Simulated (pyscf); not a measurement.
`[F][CH2][Si]([F])([F])[F]` + `[F][Si]([F])([F])[F]` → `[F][Si]([F])([F])[Si]([F])([F])[F]` + `[F][CH2][F]`, a four-centre exchange (singlet surface; C–Si, F–Si broken, Si–Si, C–F formed). Single points on ωB97X-D3(BJ)/def2-SVP structures (PySCF, gas phase). Energies in kJ/mol from the separated reactants.

Small-basis levels: PySCF, no dispersion term, spherical d functions. 

Question: Quick B3LYP/6-31G* single points give ΔE‡ = 426.0 kJ/mol and ΔE = +172.9 kJ/mol. What does ωB97M-D3(BJ)/def2-TZVP give, and how far is the quick result from it?

Answer: ωB97M-D3(BJ)/def2-TZVP gives ΔE‡ = 468.8 kJ/mol and ΔE = +206.6 kJ/mol. B3LYP/6-31G* lies 42.8 kJ/mol under it in the barrier and 33.7 kJ/mol under it in the reaction energy, so on this step it does not hold to within 12.6 kJ/mol. ωB97M-D3(BJ)/def2-TZVP has limits of its own. On the product side the descent ends in a complex (not fully relaxed), 17.7 kJ/mol under the separated species and 291.8 kJ/mol under the saddle at ωB97X-D3(BJ)/def2-TZVP. At ωB97X-D3(BJ) the barrier from the zero used here is 458.4 kJ/mol. The same reactants have a lower exit, to •H₂C–F + F–Si•(F)–F + F–Si(F)(F)–F (no saddle counted: cutting one bond costs +399.1 kJ/mol at ωB97M-D3(BJ), against +468.8 kJ/mol here). This is the saddle that the search found; another between the same sides may lie lower.
